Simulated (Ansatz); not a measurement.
A made-up structure of CH2BS, doublet:

B1  (0.500, -0.470, 0.403)
C2  (-0.414, 0.389, -0.333)
S3  (1.689, -1.587, 1.358)
H4  (-1.233, -0.052, -0.842)
H5  (-0.238, 1.435, -0.341)
(Å)

It is relaxed with PBE-D4/def2-SVP and then PBE0-D4/def2-TZVP (Ansatz 0.2.0). Atoms count as bonded within 1.22 times the sum of their covalent radii (H–H: 0.88 Å). The end point is not checked to be a true minimum.

(1) Does its bonding change? (A judgement: the text doesn't fix the answer.)

Results:

(1) By the calculation: No: no bond forms or breaks.

Where it ends: The first stage lowers the energy by 0.86 eV in 5 steps. It ends as CH₂BS ([CH2][B][S]):
```xyz
5
angstrom
B 0.5575 -0.5238 0.4482
C -0.3681 0.3458 -0.2959
S 1.5754 -1.4802 1.2664
H -1.2224 -0.0491 -0.8349
H -0.2386 1.4218 -0.3395
```

Labels in which every atom is bracketed show which atoms are joined, not bond orders.

For scale, one of the runs: PBE0-D4/def2-TZVP relaxation, 111 basis functions, launched by `ansatz run in.yaml --threads 2 --pin off --events-out ev --progress --plain --max-ram 4352MiB`. Hardware: 2 CPU threads of an Arm Neoverse V2, shared host. Wall time about 14 s.
